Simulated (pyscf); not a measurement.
`[OH][PH][PH2]` -> `[PH]=[PH]` + `[OH2]` (elimination; singlet surface; O–P, H–P broken, H–O formed). Single points on ωB97X-D3(BJ)/def2-SVP structures (PySCF, gas phase). MP2 and CC: frozen core, UHF for open shells. ΔMP2 is the change of the MP2 total energy from the triple- to the quadruple-zeta basis. Energies in kcal/mol from the reactant's lowest minimum found.

```csv
level,barrier,reaction energy
r²SCAN/def2-TZVP,40.8,+24.7
B3LYP-D3(BJ)/def2-TZVP,43.1,+23.2
M06-2X/def2-TZVP,43.4,+23.7
ωB97M-D3(BJ)/def2-TZVP,(withheld),+24.3
HF/def2-TZVP,60.0,+24.3
CCSD/def2-TZVPP,47.0,+19.7
CCSD(T)/def2-TZVPP + ΔMP2(QZVPP),(withheld),(withheld)
```

Question: Some entries are withheld; supply them.

Answer: 
- ωB97M-D3(BJ)/def2-TZVP, barrier: 43.7
- CCSD(T)/def2-TZVPP + ΔMP2(QZVPP), barrier: 43.5
- CCSD(T)/def2-TZVPP + ΔMP2(QZVPP), reaction energy: +18.6

This is the saddle that the search found; another between the same sides may lie lower. The CCSD(T) − MP2 part came from Ansatz, without density fitting, on the same reference.
